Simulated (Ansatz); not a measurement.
A made-up structure of Si2NH7, closed shell:

```csv
atom,x (Å),y (Å),z (Å)
Si1,-1.0429,0.7583,-0.8799
N2,0.1199,0.5004,0.3687
Si3,0.9957,-0.9353,0.7555
H4,-1.3735,-0.5672,-1.4585
H5,-0.5323,1.6452,-1.9625
H6,1.4764,0.3183,1.2178
H7,0.3619,1.3172,0.9130
H8,0.4033,-2.0423,-0.0349
H9,0.8975,-1.2429,2.2085
H10,2.4447,-0.8272,0.4267
```

It is relaxed with PBE-D4/def2-SVP and then PBE0-D4/def2-TZVP (Ansatz 0.2.0). Atoms count as bonded within 1.22 times the sum of their covalent radii (H–H: 0.88 Å). The end point is not checked to be a true minimum.

Task: Does its bonding change? (A judgement: the text doesn't fix the answer.)

Result: The calculation gives: Yes. Formed: none; broken: N2–Si3.

Where it ends: The first stage lowers the energy by 2.93 eV in 20 steps. It ends as a complex of SiNH₃ ([NH][SiH2]) + SiH₄:
```
10
angstrom
Si -1.1031 0.8987 -1.0857
N -0.2181 1.0116 0.2346
Si 1.6585 -1.2454 1.0176
H -0.9735 -0.3189 -1.9092
H -2.0815 1.8747 -1.6388
H 2.4940 -0.0380 0.8184
H -0.2651 1.8226 0.8375
H 0.9686 -1.6401 -0.2360
H 0.6978 -1.0721 2.1324
H 2.5730 -2.3687 1.3836
```

Labels in which every atom is bracketed show which atoms are joined, not bond orders.

For scale, one of the runs: PBE0-D4/def2-TZVP relaxation, 147 basis functions, launched by `ansatz run in.yaml --threads 2 --pin off --events-out ev --progress --plain --max-ram 4352MiB`. The run took about 57 s on 2 CPU threads of an Arm Neoverse V1 (shared host).
